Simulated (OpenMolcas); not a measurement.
# singlet BN, step by step

Wanted: the energy (UHF/STO-3G), then the energy (CASSCF(6,6)/STO-3G), then a single-point energy (CASPT2(6,6)/STO-3G), then the energy (SC-NEVPT2(6,6)/STO-3G), then the energy (MRCI(6,6)/STO-3G) of singlet BN. 

The calculation is run with OpenMolcas 26.06.

### 1 The system as given

BN has 2 atoms, charge 0, and is taken as a singlet. As SMILES of the parent species, `B#N`. The coordinates come from a PBE0-D4/def2-TZVP relaxation. That shape belongs to the parent species and isn't relaxed for this state.

Bond lengths: B1–N2 1.315 Å.

### 2 A single-point energy at UHF/STO-3G (run 1)

mol.xyz

```xyz
2

B      0.000000     0.000000    -0.023520
N      0.000000     0.000000     1.291950
```

step1.input

```
* BN Hartree-Fock

&gateway
  baslib = $CurrDir
  coord = mol.xyz
  basis = STO-3G
  group = NoSym

&seward

&scf
  uhf
  scramble = 0.25
  prorbitals = 1 1
```

The basis set STO-3G is read from a file made from the Basis Set Exchange's data (not shown).

On the command line:

```sh
$ export MOLCAS_MEM=1860
$ pymolcas step1.input > step1.log
```

What it wrote:

```text
--- Start Module: gateway ---
[...]
--- Stop Module: gateway /rc=_RC_ALL_IS_WELL_ ---
--- Start Module: seward ---
[...]
      Basis functions           10
--- Stop Module: seward /rc=_RC_ALL_IS_WELL_ ---
--- Start Module: scf ---
[...]
       Convergence after  54 Iterations
[...]
::    Total SCF energy                                -77.9366609307
[...]
      Total spin, S                                     0.7866808364
[...]
      Total electronic charge=   12.000000
      Total            charge=   -0.000000
[...]
      Dipole Moment (debye):
      Origin of the operator (angstrom)=    0.0000    0.0000    0.7129
                   X= -4.7070E-01               Y=  5.2713E-02               Z= -9.6720E-01           Total=  1.0769E+00
      Quadrupole Moment (debye*angstrom):
[...]
--- Stop Module: scf /rc=_RC_ALL_IS_WELL_ ---
[...]
```

Run time: 2.6 s. Hardware: 1 thread of Arm Neoverse V1, shared host; peak memory 0.37 GiB.

### 3 A single-point energy at CASSCF(6,6)/STO-3G (run 2)

mol.xyz is that of step 2.

step2.inp

```
* BN CASSCF
>>> EXPORT MOLCAS_PRINT=2
&gateway
baslib=$CurrDir
coord=mol.xyz
basis=STO-3G
group=NoSym
&seward
&rasscf
fileorb=$CurrDir/step1.UnaOrb
spin=1
nactel=6 0 0
inactive=3
ras2=6
orblisting=Nothing
```

The basis set STO-3G is read from a file made from the Basis Set Exchange's data (not shown).

On the command line:

```sh
$ export MOLCAS_MEM=1860
$ pymolcas step2.inp > step2.log
```

What it wrote:

```text
--- Start Module: gateway ---
[...]
--- Stop Module: gateway /rc=_RC_ALL_IS_WELL_ ---
--- Start Module: seward ---
[...]
      Basis functions           10
--- Stop Module: seward /rc=_RC_ALL_IS_WELL_ ---
--- Start Module: rasscf ---
[...]
      Number of active orbitals                  6
[...]
      Spin quantum number                      0.0
[...]
      Active orbitals                            6
[...]
      Number of CSFs                           175
[...]
      Number of root(s) required                 1
[...]
      Convergence after 12 iterations
[...]
      printout of CI-coefficients larger than  0.05 for root  1
      energy=     -78.047963
      conf/sym  111111     Coeff  Weight
             1  222000  -0.87630 0.76791
            11  220200   0.27815 0.07737
            18  2udud0  -0.18476 0.03414
            26  u2du0d  -0.18476 0.03414
            29  202200   0.05654 0.00320
            31  202020   0.12902 0.01665
[...]
      Natural orbitals and occupation numbers for root  1
      sym 1:   1.881713   1.881713   1.732140   0.271778   0.116327   0.116327
      ************************************************************************************************************************
      *                                                    Final results                                                     *
[...]
::    RASSCF root number  1 Total energy:    -78.04796327
[...]
      Total electronic charge=   12.000000
      Total            charge=   -0.000000
[...]
      Dipole Moment (debye):
      Origin of the operator (angstrom)=    0.0000    0.0000    0.7129
                   X= -5.1997E-07               Y=  5.8422E-08               Z= -1.2657E+00           Total=  1.2657E+00
      Quadrupole Moment (debye*angstrom):
[...]
--- Stop Module: rasscf /rc=_RC_ALL_IS_WELL_ ---
[...]
```

Run time: 2 s. Hardware: 1 thread of Arm Neoverse V1, shared host; peak memory 0.37 GiB.

### 4 The energy at CASPT2(6,6)/STO-3G (run 3)

mol.xyz is that of step 3.

step3.inp

```
&gateway
  baslib=$CurrDir
  coord=mol.xyz
  basis=STO-3G
  group=NoSym

&seward

&rasscf
  fileorb=$CurrDir/step2.RasOrb
  spin=1
  nactel=6 0 0
  inactive=3
  ras2=6
  orblisting=Nothing

&caspt2
  imaginary=0.1
  frozen=2
```

The basis set STO-3G is read from a file made from the Basis Set Exchange's data (not shown).

On the command line:

```sh
$ export MOLCAS_MEM=1860
$ pymolcas step3.inp > step3.log
```

What it wrote:

```text
--- Start Module: gateway ---

                                              &GATEWAY

                       available to each process: 1.9 GB of memory, 1 thread

 Basis Set     1 Label: B.STO-3G
 Basis set is read from library:.
 basistype.tbl is not found

 Basis Set     2 Label: N.STO-3G
 Basis set is read from library:.
 basistype.tbl is not found

++    Symmetry information:
      ---------------------

                    Character Table for C1

[... 179 lines left out ...]
      Note: transformation to natural orbitals
[... 11 lines left out ...]
      Natural orbitals and occupation numbers for root  1
[... 20 lines left out ...]
      Final state energy(ies):
[... 45 lines left out ...]
      Natural orbitals for root   1 are written to the RASORB.1 file
[... 71 lines left out ...]
 Compute H0 matrices for state    1
[... 4 lines left out ...]
********************************************************************************
  CASPT2 EQUATION SOLUTION
--------------------------------------------------------------------------------
 Invalid disk address                    -8
 I/O error in DaFile_checkarg
 Unit =                    45

--- Stop Module: caspt2 /rc=-6 ---

.########################.
.# Non-zero return code #.
.########################.

    Timing: Wall=1.62 User=1.17 System=0.42
```

It took 1.9 s on 1 thread of Arm Neoverse V1, shared host; peak memory 0.37 GiB.

The run ended with an error.

### 5 The energy at SC-NEVPT2(6,6)/STO-3G (run 4)

mol.xyz is that of step 4.

step4.inp

```
* BN NEVPT2

&GATEWAY
 BasLib=$CurrDir
 Coord=mol.xyz
 Basis=STO-3G
 Group=NoSym

&SEWARD

&RASSCF
 FileOrb=$CurrDir/step2.RasOrb
 Spin=1
 Nactel=6 0 0
 Inactive=3
 Ras2=6
 OrbListing=Nothing

&CASPT2
 SC-NEVPT2
 Frozen=2
```

The basis set STO-3G is read from a file made from the Basis Set Exchange's data (not shown).

On the command line:

```sh
$ export MOLCAS_MEM=1860
$ pymolcas step4.inp > step4.log
```

What it wrote:

```text
--- Start Module: gateway ---
[...]
      Basis functions           10
[...]
      Number of active orbitals                  6
[...]
      Spin quantum number                      0.0
[...]
      Active orbitals                            6
[...]
      Number of CSFs                           175
[...]
      Number of root(s) required                 1
[...]
      Convergence after  4 iterations
[...]
      printout of CI-coefficients larger than  0.05 for root  1
      energy=     -78.047963
      conf/sym  111111     Coeff  Weight
             1  222000  -0.87630 0.76791
            11  220200   0.27815 0.07737
            18  2udud0  -0.18451 0.03404
            26  u2du0d  -0.18451 0.03404
            29  202200   0.05654 0.00320
            31  202020   0.12870 0.01656
[...]
      Natural orbitals and occupation numbers for root  1
      sym 1:   1.881713   1.881713   1.732141   0.271778   0.116327   0.116327
      ************************************************************************************************************************
      *                                                    Final results                                                     *
[...]
::    RASSCF root number  1 Total energy:    -78.04796327
[...]
      Total electronic charge=   12.000000
      Total            charge=   -0.000000
[...]
      Dipole Moment (debye):
      Origin of the operator (angstrom)=    0.0000    0.0000    0.7129
                   X= -3.1127E-07               Y=  3.4922E-08               Z= -1.2657E+00           Total=  1.2657E+00
      Quadrupole Moment (debye*angstrom):
[...]
      E2 (Variational):          -0.0191394230
[...]
      E2 (Variational):          -0.0188991351
      Total energy:             -78.0668624044
[...]
      Reference weight:           0.99262
[...]
::    SC-NEVPT2 Root  1     Total energy:    -78.06686240
[...]
```

It took 2 s on 1 thread of Arm Neoverse V1, shared host; peak memory 0.37 GiB.

### 6 The energy at MRCI(6,6)/STO-3G (run 5)

mol.xyz is that of step 5.

step5.input

```
>>> EXPORT MOLCAS_PRINT=2

&GATEWAY
  BASLIB = $CurrDir
  COORD = mol.xyz
  BASIS = STO-3G
  GROUP = NoSym

&SEWARD

&RASSCF
  FILEORB = $CurrDir/step2.RasOrb
  SPIN = 1
  NACTEL = 6 0 0
  INACTIVE = 3
  RAS2 = 6
  ORBLISTING = Nothing

&MOTRA
  LUMORB
  FROZEN = 2

&GUGA
  ELECTRONS = 8
  SPIN = 1
  INACTIVE = 1
  ACTIVE = 6
  CIALL = 1

&MRCI
  SDCI
```

The basis set STO-3G is read from a file made from the Basis Set Exchange's data (not shown).

On the command line:

```sh
$ export MOLCAS_MEM=1860
$ pymolcas step5.input > step5.log
```

What it wrote:

```text
--- Start Module: gateway ---
[...]
      Basis functions           10
[...]
      Number of active orbitals                  6
[...]
      Spin quantum number                      0.0
[...]
      Active orbitals                            6
[...]
      Number of CSFs                           175
[...]
      Number of root(s) required                 1
[...]
      Convergence after  4 iterations
[...]
      printout of CI-coefficients larger than  0.05 for root  1
      energy=     -78.047963
      conf/sym  111111     Coeff  Weight
             1  222000  -0.87630 0.76791
            11  220200   0.27815 0.07737
            18  2udud0  -0.18451 0.03404
            26  u2du0d  -0.18451 0.03404
            29  202200   0.05654 0.00320
            31  202020   0.12870 0.01656
[...]
      Natural orbitals and occupation numbers for root  1
      sym 1:   1.881713   1.881713   1.732141   0.271778   0.116327   0.116327
      ************************************************************************************************************************
      *                                                    Final results                                                     *
[...]
::    RASSCF root number  1 Total energy:    -78.04796327
[...]
      Dipole Moment (debye):
      Origin of the operator (angstrom)=    0.0000    0.0000    0.7129
                   X= -3.1127E-07               Y=  3.4922E-08               Z= -1.2657E+00           Total=  1.2657E+00
      Quadrupole Moment (debye*angstrom):
[...]
       (But an ACPF correction will be computed)
       USE THE DEFAULT ACPF G-VALUE GFAC=  0.25000000000000000
[...]
                      CI ENERGY:   -78.07369279
[...]
                ACPF CORRECTION:    -0.00029069
[...]
     ACPF CORRECTION:     -0.00029069
[...]
  CI State   1     Total energy:    -78.07369279     QDav:     -0.00038906     QACPF:     -0.00029069
[...]
```

It took 2.5 s on 1 thread of Arm Neoverse V1, shared host; peak memory 0.37 GiB.

### 7 What came out

| quantity | value |
| --- | --- |
| run 1, UHF/STO-3G: total energy | -77.93666 Eh |
| run 1, UHF/STO-3G: dipole moment | 1.08 D |
| run 1, UHF/STO-3G: HOMO energy | -8.32 eV |
| run 1, UHF/STO-3G: LUMO energy | 4.05 eV |
| run 1, UHF/STO-3G: HOMO–LUMO gap | 12.37 eV |
| run 1, UHF/STO-3G: ⟨S²⟩ | 1.406 |
| run 2, CASSCF(6,6)/STO-3G: total energy | -78.04796 Eh |
| run 2, CASSCF(6,6)/STO-3G: dipole moment (CASSCF density) | 1.27 D |
| run 4, SC-NEVPT2(6,6)/STO-3G: total energy | -78.06686 Eh |
| run 4, SC-NEVPT2(6,6)/STO-3G: dipole moment (CASSCF density) | 1.27 D |
| run 5, MRCI(6,6)/STO-3G: total energy | -78.07369 Eh |
| run 5, MRCI(6,6)/STO-3G: dipole moment (CASSCF density) | 1.27 D |
| run 3, CASPT2(6,6)/STO-3G | no result (crashed) |

In words: ⟨S²⟩ (run 1, UHF/STO-3G) is 1.41 where a pure singlet has 0.00: the reference is spin-contaminated. The run (run 1, UHF/STO-3G) may have ended on a state above the lowest. 1 of the 5 runs did not end normally.
